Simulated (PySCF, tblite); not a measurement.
## Reproducing measurements on 1,1-difluoroethene

**Measured values to compare with.**

NIST CCCBDB Release 22 (SRD 101), experimental dipoles lists, for the gas: dipole moment (microwave Stark effect) 1.389 D.

From CRC Handbook of Chemistry and Physics, for the gas at 298.15 K: standard entropy 266.2 J/(mol K).

The results are set against them at the end.

1,1-difluoroethene, C2H2F2.
SMILES with atom numbers: `[CH2:1]=[C:2]([F:3])[F:4]` (hydrogens: H5, H6 on C1)

Structure used (GFN2-xTB), in Å, numbered top down from 1:
```xyz
6
C2H2F2 angstrom
C     -0.719   -0.079   -0.106
C      0.572    0.063    0.078
F      1.232    1.212    0.032
F      1.423   -0.920    0.339
H     -1.335    0.774   -0.313
H     -1.171   -1.049   -0.051
```

The PySCF runs (gas phase, on this GFN2-xTB geometry; no spin–orbit coupling):

```json
{"level": "PBE0/pcSseg-1", "job": "shieldings, charges and field gradients", "basis functions": "78", "wall time": "3.8 s"}
{"level": "B3LYP/pcJ-1", "job": "spin–spin couplings from 6 perturbed nuclei", "basis functions": "128", "wall time": "7.8 s"}
```

Hardware: Arm Neoverse V1, one thread, no GPU, on a shared host.

GFN2-xTB wavenumbers (cm⁻¹, harmonic, unscaled, at the method's own geometry): 386, 474, 535, 714, 851, 917, 922, 1200, 1342, 1772, 3154, 3199. Point group C2v, symmetry number 2. Entropy at 298.15 K and 1 bar in J/(mol K): translation 160.7, rotation 93.7, vibration 13.0.

Results beside the measurements:

**Dipole moment.** Measured: 1.389 D (NIST CCCBDB Release 22 (SRD 101), experimental dipoles).

```tsv
level	computed (D)	computed − measured (D)	% (from the printed values)
PBE0/pcSseg-1	1.292	-0.097	-7
B3LYP/pcJ-1	1.320	-0.069	-5
```

Closest is B3LYP/pcJ-1 (-0.069 D), furthest PBE0/pcSseg-1 (-0.097 D); one molecule doesn't rank methods. The computed dipoles belong to one fixed geometry; measured ones are averaged over vibrations unless marked μe. Magnitudes are compared, not signs.

**Standard entropy at 298.15 K.** Measured: 266.2 J/(mol K) (298.15 K; CRC Handbook of Chemistry and Physics).

| level | computed (J/(mol K)) | computed − measured (J/(mol K)) | % (from the printed values) |
| --- | --- | --- | --- |
| GFN2-xTB, rigid rotor and harmonic oscillator | 267.4 | +1.2 | 0 |

Ideal gas at 1 bar, most abundant isotopes; table values of this kind come from calorimetry or from spectroscopic constants.

No measured geometry was used, and the causes of the misses weren't examined.
